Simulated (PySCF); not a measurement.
Geometry (Å), atoms numbered from 1 in this order:
```xyz
10

N    -2.0672   -0.1163    0.1970
C    -0.7054   -0.0640    0.0884
N    -0.0654    0.9217   -0.4606
C     1.2848    0.7294   -0.3622
C     1.6908   -0.4062    0.2526
S     0.3106   -1.3010    0.7649
H    -2.4920   -1.0257    0.2525
H    -2.5430    0.5343   -0.4079
H     1.9525    1.4727   -0.7775
H     2.6911   -0.7655    0.4314
```

Geometry: PBE0-D3(BJ)/def2-TZVP; GIAO absolute shieldings from PySCF 2.14.0 with density-fitted response routines, gas phase, non-relativistic, averaged over equivalent atoms.

At B97-2/pcSseg-2 (279 basis functions, 55 s wall time on 1 thread of an Arm Neoverse N1, shared host):
```csv
atoms,σ (ppm)
N3,-30.6
N1,183.4
C2,9.9
C4,38.4
C5,71.9
S6,314.6
H9,24.39
H10,25.15
H7/H8,27.20
```

Estimate the result of repeating the calculation with PBE0/pcSseg-2.

Answers


```tsv
atoms	σ at PBE0/pcSseg-2	change
N3	-35.5	-4.9
N1	184.0	+0.6
C2	7.4	-2.5
C4	36.2	-2.2
C5	70.4	-1.5
S6	309.0	-5.6
H9	24.24	-0.15
H10	24.99	-0.16
H7/H8	27.07	-0.13
```

The largest change is at S6 (aromatic ring sulfur). Cost: 279 basis functions, 70 s wall time on 1 thread of an Arm Neoverse N1, shared host. The order of the carbon signals is the same at both levels.
